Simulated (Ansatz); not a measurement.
Species: Cl, SMILES `[Cl]` (charge 0, multiplicity 2), formula Cl.

Problem. How many basis functions does frozen-core CCSD(T)/cc-pVTZ run with Ansatz (an electronic-structure program) use, how many core orbitals are frozen, and how many electrons are correlated?

Solution. 34 basis functions and 5 frozen orbitals, which leaves 7 correlated electrons. Core time is of the order of seconds.
